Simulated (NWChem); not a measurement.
System: Si, triplet

Output (shortened):

```
             Northwest Computational Chemistry Package (NWChem) 7.3.0
             --------------------------------------------------------

                             Geometry "geometry" -> ""
                             -------------------------

 Output coordinates in angstroms (scale by  1.889725989 to convert to a.u.)

  No.       Tag          Charge          X              Y              Z
 ---- ---------------- ---------- -------------- -------------- --------------
    1 Si                  14.0000     0.00000000     0.00000000     0.00000000

 Effective nuclear repulsion energy (a.u.)       0.0000000000

                                 NWChem DFT Module
                                 -----------------

 Summary of "ao basis" -> "ao basis" (spherical)
 ------------------------------------------------------------------------------
       Tag                 Description            Shells   Functions and Types
 ---------------- ------------------------------  ------  ---------------------
 Si                       aug-cc-pvtz               16       50   6s5p3d2f

            General Information
            -------------------
          SCF calculation type: DFT
          Wavefunction type:  spin polarized.
          No. of atoms     :     1
          No. of electrons :    14
           Alpha electrons :     8
            Beta electrons :     6
          Charge           :     0
          Spin multiplicity:     3
          Use of symmetry is: off; symmetry adaption is: off
          Maximum number of iterations: 150
          AO basis - number of functions:    50
                     number of shells:    16
          Convergence on energy requested:  1.00D-06
          Convergence on density requested:  1.00D-05
          Convergence on gradient requested:  5.00D-04

              XC Information
              --------------
                         PBE0 Method XC Functional
                     Hartree-Fock (Exact) Exchange  0.250
          PerdewBurkeErnzerhof Exchange Functional  0.750
            Perdew 1991 LDA Correlation Functional  1.000 local
           PerdewBurkeErnz. Correlation Functional  1.000 non-local

             Grid Information
             ----------------
          Grid used for XC integration:  medium
          Radial quadrature: Mura-Knowles
          Angular quadrature: Lebedev.
          Tag              B.-S. Rad. Rad. Pts. Rad. Cut. Ang. Pts.
          ---              ---------- --------- --------- ---------
          Si                  1.10       88          11.0       590
          Grid pruning is: on
          Number of quadrature shells:    88
          Spatial weights used:  Erf1

      Superposition of Atomic Density Guess
      -------------------------------------

 Sum of atomic energies:        -288.84125368

      Non-variational initial energy
      ------------------------------

 Total energy =    -288.623326
 1-e energy   =    -400.502902
 2-e energy   =     111.879577
 HOMO         =      -0.075518
 LUMO         =      -0.075518

     ---------------------------------------------
      Total Density - Mulliken Population Analysis
     ---------------------------------------------

    Atom       Charge   Shell Charges
 -----------   ------   -------------------------------------------------------
    1 Si  14    14.00   2.00  1.93  1.18  0.18  0.70  0.01  5.50  0.74  0.54  0.99  0.23  0.00  0.00  0.00 -0.00  0.00

     --------------------------------------------
      Spin Density - Mulliken Population Analysis
     --------------------------------------------

    Atom       Charge   Shell Charges
 -----------   ------   -------------------------------------------------------
    1 Si  14     2.00   0.00  0.00  0.00  0.00 -0.00  0.00  0.00  0.74  0.04  0.99  0.23 -0.00  0.00  0.00 -0.00  0.00

   convergence    iter        energy       DeltaE   RMS-Dens  Diis-err
 ---------------- ----- ----------------- --------- --------- ---------
 d= 0,ls=0.0,diis     1   -289.2295403003 -2.89D+02  6.35D-03  3.10D-02
                                                     2.18D-03  1.83D-02
 d= 0,ls=0.0,diis     2   -289.2527558606 -2.32D-02  1.18D-03  2.04D-03
                                                     1.19D-03  1.71D-03
 d= 0,ls=0.0,diis     3   -289.2542368460 -1.48D-03  2.35D-04  2.61D-04
                                                     1.29D-04  2.13D-04
 d= 0,ls=0.0,diis     4   -289.2543240075 -8.72D-05  6.56D-05  5.41D-06
                                                     5.80D-05  7.57D-06
 d= 0,ls=0.0,diis     5   -289.2543317047 -7.70D-06  8.12D-06  1.16D-07
                                                     1.14D-05  1.66D-07
 d= 0,ls=0.0,diis     6   -289.2543319425 -2.38D-07  1.41D-06  6.13D-10
                                                     6.73D-07  3.20D-10

         Total DFT energy =     -289.254331942490
      One electron energy =     -400.575186001614
           Coulomb energy =      131.996895327494
    Exchange-Corr. energy =      -20.676041268371
 Nuclear repulsion energy =        0.000000000000

 Numeric. integr. density =       14.000000000511

                    DFT Final Alpha Molecular Orbital Analysis
                    ------------------------------------------

 Vector    6  Occ=1.000000D+00  E=-4.707487D-01
              MO Center= -4.1D-16,  9.0D-17, -1.1D-15, r^2= 1.5D+00
   Bfn.  Coefficient  Atom+Function         Bfn.  Coefficient  Atom+Function
  ----- ------------  ---------------      ----- ------------  ---------------
     3      0.639144  1 Si s                  5      0.377777  1 Si s
     4      0.097298  1 Si s

[...]

                         DFT ENERGY GRADIENTS

    atom               coordinates                        gradient
                 x          y          z           x          y          z
   1 Si      0.000000   0.000000   0.000000   -0.000000  -0.000000   0.000000
```

Level: PBE0/aug-cc-pVTZ, spin-unrestricted. The open p shell is one determinant without spherical averaging. No stability test was run on the SCF state.

### Question
Which NWChem input produces such a log?

### Answer
This is not unique; one that fits is the input that was run:
```
start job
memory heap 200 mb stack 900 mb global 1100 mb
geometry units angstroms noautoz
  Si     0.000000     0.000000     0.000000
end
basis spherical
  Si library aug-cc-pvtz
end
dft
  odft
  mult 3
  xc pbe0
  iterations 150
  mulliken
end
task dft gradient
```
